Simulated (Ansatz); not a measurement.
Species: C3H8O, SMILES `CCOC` (C–C–O–C torsion 73°) (charge 0, multiplicity 1).

Task: Give a relaxed geometry from B3LYP-D3(BJ)/def2-TZVP (Ansatz, an electronic-structure program).

Result: Several could match; the one computed here: the end point of this relaxation, one of several conformers (outside a Z-matrix the atoms follow the SMILES, hydrogens last).
Z-matrix (Å, degrees):
```
C
H 1 1.0911
H 1 1.0995 2 107.66
O 1 1.4186 2 105.25 3 116.92
C 4 1.4107 1 114.23 2 -166.36
H 5 1.0891 4 107.08 1 173.39
H 5 1.0959 6 108.57 4 -121.66
H 5 1.0984 6 108.91 7 -117.95
C 1 1.5222 2 109.97 3 -120.17
H 9 1.0910 1 112.02 2 176.61
H 9 1.0912 10 108.42 1 -122.05
H 9 1.0922 10 107.61 11 -117.04
```
